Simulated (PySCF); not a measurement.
Isomers of C4H4S2. The calculation used PBE0-D3(BJ)/def2-SVP geometry optimisation, gas phase in PySCF 2.14.0. Energies are electronic, without zero-point or thermal terms, for one conformer each. No frequencies were run at this level. Point groups hold within 0.08 Å.

Task: Rank from lowest to highest electronic energy at this level (kJ/mol).
A. `[SH:1][c:2]1[cH:3][cH:4][cH:5][s:6]1` with H–S1–C2–C3 -105°
B. `[SH:1][c:2]1[cH:3][cH:4][s:5][cH:6]1` with H–S1–C2–C3 60°

Result: A (0.0), B (0.5).

Neighbours under 10 kJ/mol apart (Sc1cccs1 and Sc1ccsc1) can change places with a better method, another conformer or zero-point energy.

```csv
SMILES,E (Eh),E rel (kJ/mol),dipole (D),point group,"A, B, C (MHz)"
Sc1cccs1,-950.38691,0.0,1.47,–,"5319, 1851, 1386"
Sc1ccsc1,-950.38672,0.5,1.30,–,"6969, 1502, 1243"
```

Task: How do the relative energies change in single points at PBE0/pcSseg-1 (no added dispersion term) on the same geometries?

Result: 
```tsv
SMILES	PBE0-D3(BJ)/def2-SVP (kJ/mol)	PBE0/pcSseg-1 (kJ/mol)	shift
Sc1cccs1	0.0	0.0	0.0
Sc1ccsc1	0.5	0.4	-0.1
```

Each column counts from its own lowest isomer. The order is unchanged; the largest shift is 0.1 kJ/mol.

Task: As an exercise, what shares would exp(−E/RT) give at 1000 K from these electronic energies alone (no entropy, no degeneracies)?

Result: RT = 8.314 kJ/mol: Sc1cccs1 51.5 %, Sc1ccsc1 48.5 %.
